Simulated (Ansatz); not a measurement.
Reaction (SMILES): O (H2O) → [OH-] + H+
B3LYP-D3(BJ)/def2-TZVP geometries, fixed; electronic energies without zero-point terms.

Basis-set convergence of the deprotonation energy at PBE with Ansatz (a quantum-chemistry and plane-wave program). Cartesian d functions, on some or all atoms, in 6-31G**; all else is spherical. No added dispersion term, no relativity. Functions are those of the species that has most. Reference: the value in aug-cc-pV5Z, 392.50 kcal/mol, itself unsure by roughly 0.31 kcal/mol (its mean distance from aug-pcseg-3, aug-cc-pVQZ, def2-QZVPPD). Deviations are taken from unrounded values.

```json
[
 {"basis": "cc-pVDZ", "functions": "24", "deprotonation energy (kcal/mol)": "439.52", "minus reference (kcal/mol)": "47.02"},
 {"basis": "def2-SVP", "functions": "24", "deprotonation energy (kcal/mol)": "437.68", "minus reference (kcal/mol)": "45.18"},
 {"basis": "pcseg-1", "functions": "24", "deprotonation energy (kcal/mol)": "424.61", "minus reference (kcal/mol)": "32.11"},
 {"basis": "6-31G**", "functions": "25", "deprotonation energy (kcal/mol)": "435.93", "minus reference (kcal/mol)": "43.43"},
 {"basis": "6-311G**", "functions": "30", "deprotonation energy (kcal/mol)": "429.68", "minus reference (kcal/mol)": "37.18"},
 {"basis": "6-311+G**", "functions": "34", "deprotonation energy (kcal/mol)": "394.13", "minus reference (kcal/mol)": "1.63"},
 {"basis": "aug-cc-pVDZ", "functions": "41", "deprotonation energy (kcal/mol)": "391.49", "minus reference (kcal/mol)": "-1.01"},
 {"basis": "aug-pcseg-1", "functions": "41", "deprotonation energy (kcal/mol)": "390.09", "minus reference (kcal/mol)": "-2.41"},
 {"basis": "def2-TZVP", "functions": "43", "deprotonation energy (kcal/mol)": "408.82", "minus reference (kcal/mol)": "16.32"},
 {"basis": "6-311++G(2d,2p)", "functions": "47", "deprotonation energy (kcal/mol)": "395.09", "minus reference (kcal/mol)": "2.58"},
 {"basis": "def2-TZVPD", "functions": "58", "deprotonation energy (kcal/mol)": "391.75", "minus reference (kcal/mol)": "-0.75"},
 {"basis": "pcseg-2", "functions": "58", "deprotonation energy (kcal/mol)": "404.00", "minus reference (kcal/mol)": "11.49"},
 {"basis": "def2-TZVPP", "functions": "59", "deprotonation energy (kcal/mol)": "409.82", "minus reference (kcal/mol)": "17.31"},
 {"basis": "aug-cc-pVTZ", "functions": "92", "deprotonation energy (kcal/mol)": "392.79", "minus reference (kcal/mol)": "0.29"},
 {"basis": "cc-pVQZ", "functions": "115", "deprotonation energy (kcal/mol)": "410.52", "minus reference (kcal/mol)": "18.01"},
 {"basis": "def2-QZVPPD", "functions": "132", "deprotonation energy (kcal/mol)": "392.37", "minus reference (kcal/mol)": "-0.13"},
 {"basis": "aug-cc-pVQZ", "functions": "172", "deprotonation energy (kcal/mol)": "392.81", "minus reference (kcal/mol)": "0.31"},
 {"basis": "cc-pV5Z", "functions": "201", "deprotonation energy (kcal/mol)": "401.11", "minus reference (kcal/mol)": "8.61"}
]
```
